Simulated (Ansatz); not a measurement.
# One shape, several levels: HS (SMILES [SH])

We compute a comparison of 6 runs (UBHLYP/3-21G, UCAM-B3LYP/3-21G, USVWN5/3-21G, UHSE06/cc-pVDZ, UBCCD(T)/3-21G, UCCSDT(Q)/3-21G) of HS. 

The results are computed with Ansatz 0.2.0.

55 further runs of the same task are left out: 2 that didn't finish, 53 set aside as unsound or not needed.

### Step 1. The molecule

The species is HS (2 atoms), meant as a doublet with charge 0. SMILES: `[SH]`. The H2–S1 distance was set to 3.326 Å, away from the relaxed value.

### Step 2. The energy at UBHLYP/3-21G (run 1)

Contents of input.yaml:

```yaml
crystal:
  periodic: [false, false, false]
  atoms:
    - {symbol: S, position_ang: [2.272080, -0.742693, 1.168381]}
    - {symbol: H, position_ang: [-0.568010, 0.185670, -0.292090]}
basis:
  gaussian:
    orbitals: 3-21G.json
accuracy: high
hamiltonian:
  xc: {name: BHLYP}
magnetization:
  spin_polarized: true
  initial_magnetization: 1
```

The basis set 3-21G is read from a file made from the Basis Set Exchange's data (not shown).

On the command line:

```sh
$ ansatz run input.yaml --threads 1 --pin off --max-ram 2610MiB --events-out events.jsonl --progress --plain --runs-dir runs
```

The log of the run:

```text
Warning: RAYON_NUM_THREADS=1 ignored (pool sized by the plan → 1); use --threads N
Functional definition: BHLYP
  name "BHLYP"
  parameter a = 0.5
  exchange = (1 - a)*b88_x + a*exact_x
  correlation = lyp_c
258 factors; integrals over basis functions are off by at most 3.6e-9 eV
mean field evaluation 1: about -10786.2980 eV, gradient 1.3e1 eV
mean field evaluation 2: about -10779.6034 eV, gradient 2.9e1 eV
mean field evaluation 4: about -10789.4587 eV, gradient 1.2e1 eV
mean field evaluation 8: about -10792.4034 eV, gradient 6.9e0 eV
mean field evaluation 16: about -10793.0809 eV, gradient 8.8e-2 eV
mean field evaluation 32: about -10793.5457 eV, gradient 2.2e-4 eV
mean field evaluation 64: about -10793.0034 eV, gradient 1.2e-1 eV
mean field evaluation 96: about -10793.5295 eV, gradient 3.6e-1 eV
mean field -10793.54574174 eV, -396.6554898808 hartree, gradient 1.2e-8 eV, S^2 1.729063; 9 other end points of the search recorded, 0 dependent functions left out
reference -10793.54575958 eV, -396.6554905363 hartree; 9, 8 occupied and 6, 7 virtual orbitals, 258 factors
Total energy: -10793.54575958 eV, -396.6554905363 hartree
```

Wall time 3.3 s (1 thread of Arm Neoverse V2, shared host).

### Step 3. The energy at UCAM-B3LYP/3-21G (run 2)

Edit input.yaml of step 2 so:

```diff
@@ -8,5 +8,2 @@
     orbitals: 3-21G.json
-accuracy: high
-hamiltonian:
-  xc: {name: BHLYP}
 magnetization:
@@ -14 +11,4 @@
   initial_magnetization: 1
+hamiltonian:
+  xc: {name: CAM-B3LYP}
+accuracy: high
```

The basis set 3-21G is read from a file made from the Basis Set Exchange's data (not shown).

On the command line:

```sh
$ ansatz run input.yaml --threads 1 --pin off --max-ram 2610MiB --events-out events.jsonl --progress --plain --runs-dir runs
```

The log of the run (excerpt; [...] marks lines left out):

```text
Warning: RAYON_NUM_THREADS=1 ignored (pool sized by the plan → 1); use --threads N
Functional definition: CAM-B3LYP
  name "CAM-B3LYP"
[...]
258 factors; integrals over basis functions are off by at most 3.6e-9 eV
111 factors; integrals over basis functions are off by at most 1.2e-9 eV
[...]
mean field -10793.44282734 eV, -396.6517078463 hartree, gradient 2.8e-8 eV, S^2 1.723458; 6 other end points of the search recorded, 0 dependent functions left out
reference -10793.44283993 eV, -396.6517083089 hartree; 9, 8 occupied and 6, 7 virtual orbitals, 258 factors
Total energy: -10793.44283993 eV, -396.6517083089 hartree
```

It took 2.4 s on 1 thread of Arm Neoverse V2, shared host.

Runs 3 to 5 aren't shown in full; the table further down has their settings and results.

### Step 4. A single-point energy at UCCSDT(Q)/3-21G (run 6)

Contents of molecule.yaml:

```yaml
crystal:
  periodic: [false, false, false]
  atoms:
    - {symbol: S, position_ang: [2.272080, -0.742693, 1.168381]}
    - {symbol: H, position_ang: [-0.568010, 0.185670, -0.292090]}
basis:
  gaussian: {orbitals: 3-21G.json}
total_charge: 0
magnetization: {spin_polarized: true, initial_magnetization: 1}
correlation: {method: ccsdt_q, frozen_orbitals: {H: 0, S: 5}}
accuracy: high
scf: {omitted_lower_state_checks: [cluster_reference, increment]}
```

The basis set 3-21G is read from a file made from the Basis Set Exchange's data (not shown).

On the command line:

```sh
$ ansatz run molecule.yaml --threads 1 --pin off --max-ram 2610MiB --events-out events.jsonl --progress --plain --runs-dir runs
```

The log of the run:

```text
Warning: RAYON_NUM_THREADS=1 ignored (pool sized by the plan → 1); use --threads N
[... 18 lines left out ...]
5 core orbitals not correlated: weight in the atoms' cores, before any rotation towards them, 1.000 or more for the frozen orbitals, at most 0.000 for the correlated occupied ones
[... 35 lines left out ...]
Total energy: -10777.75855793 eV, -396.0753215769 hartree
Checks for a lower state left out: cluster_reference, increment
```

It took 1.8 s on 1 thread of Arm Neoverse V2, shared host.

### Step 5. All runs side by side

```
run             level  frozen core orbitals  energy (Eh)   ⟨S²⟩  wall time
  1      UBHLYP/3-21G                     –  -396.655491  1.729      3.3 s
  2  UCAM-B3LYP/3-21G                     –  -396.651708  1.723      2.4 s
  3      USVWN5/3-21G                     –  -395.235091  1.645      1.5 s
  4    UHSE06/cc-pVDZ                     –  -398.461888  1.727      6.3 s
  5    UBCCD(T)/3-21G                     5  -396.074759  1.742     0.54 s
  6   UCCSDT(Q)/3-21G                     5  -396.075322  1.742      1.8 s
```

### Step 6. Summary of results

```
                                          quantity          value
                               run 6: total energy  -396.07532 Eh
run 6: correlation energy (5 core orbitals frozen)      -27.2 mEh
          run 6: ⟨S²⟩ of the reference determinant          1.742
                              run 6: T1 diagnostic          0.021
```

**Reading.** Totals of different functionals can't be ranked against each other. Spin contamination of the reference: run 5 ⟨S²⟩ = 1.74, run 6 ⟨S²⟩ = 1.74, run 1 ⟨S²⟩ = 1.73, run 4 ⟨S²⟩ = 1.73, run 2 ⟨S²⟩ = 1.72, run 3 ⟨S²⟩ = 1.65. Where it is this large, the reference is a mixture of spin states, and values that rest on it are in doubt. All runs together took 16 s, the longest 6.3 s.
